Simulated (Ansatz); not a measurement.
Compare A (`C=C(C)C#CC`) with its isomer B (`CC1=CCC=C1`).

Gas-phase electronic energies from Ansatz, PBE0-D4/def2-TZVP geometries. CCSD(T)/CBS adds triple-zeta CCSD(T) − MP2 to the extrapolated MP2 energy (def2 sets, frozen cores). Functionals use def2-TZVPP. B3LYP here is the variant with VWN-RPA as its local correlation; programs differ in this.

Problem. Which is lower in electronic energy at CCSD(T)/CBS, and by how much? (Best estimate.)

Solution. The calculation gave: B, by 28.4 kcal/mol.

Problem. Give E(B) − E(A) in kcal/mol with B3LYP-D4, HF/def2-TZVPP, CCSD/def2-TZVPP, PBE0-D4, MP2/def2-TZVPP, ωB97M-V, PBE-D4. (Estimate.)

Solution. Computed: B3LYP-D4 -26.0, HF/def2-TZVPP -23.4, CCSD/def2-TZVPP -27.7, PBE0-D4 -32.4, MP2/def2-TZVPP -28.6, ωB97M-V -29.6, PBE-D4 -29.8. None reverses the order clearly.

Largest T1 diagnostic: 0.011.

The D4 term adds −1.9 kcal/mol with B3LYP and −0.9 kcal/mol with PBE0; it sums over pairs of atoms, weighted by their polarisabilities, and B3LYP, whose exchange is more repulsive, gets the larger term. In def2-TZVPP, CCSD(T) changes the Hartree–Fock value by −4.8 kcal/mol (the triples alone add −0.5 kcal/mol) and MP2 by −5.2 kcal/mol.
